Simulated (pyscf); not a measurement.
Elementary routes open to H₂N–GaH–OH + H₂ in the gas phase (singlet surface):
A. H₂N–GaH₂ + H₂O (Ga–O, H–H broken; Ga–H, H–O formed)
B. HO–GaH₂ + NH₃ (Ga–N, H–H broken; Ga–H, H–N formed)

PySCF, gas phase, ωB97X-D3(BJ)/def2-SVP geometries.

Question: Rank the routes by free-energy barrier at 600 K, lowest first, for ωB97M-D3(BJ)/def2-TZVP energies (ideal gas, 1 atm, RRHO with modes under 100 cm⁻¹ raised to 100, one conformer, R ln 2 for chiral ones without a mode under 150 cm⁻¹).

Answer: B (42.4 kcal/mol), A (43.1 kcal/mol)

Route B is the fastest of these, ahead of the next by 0.7 kcal/mol. The most stable products are those of B (ΔG = +4.7 kcal/mol), so kinetics and thermodynamics agree. At 1200 K B is still the fastest. A: On the product side the descent ends in an adduct with a Ga–O contact, 10.3 kcal/mol under the separated species and 25.0 kcal/mol under the saddle at ωB97X-D3(BJ)/def2-TZVP. B: On the product side the descent ends in an adduct with a Ga–N contact (not fully relaxed), 23.2 kcal/mol under the separated species and 40.9 kcal/mol under the saddle at ωB97X-D3(BJ)/def2-TZVP. Only these routes are compared; each barrier is that of the saddle found, and lower ones may exist. Elements up to Kr have no core potential and no relativistic terms here.
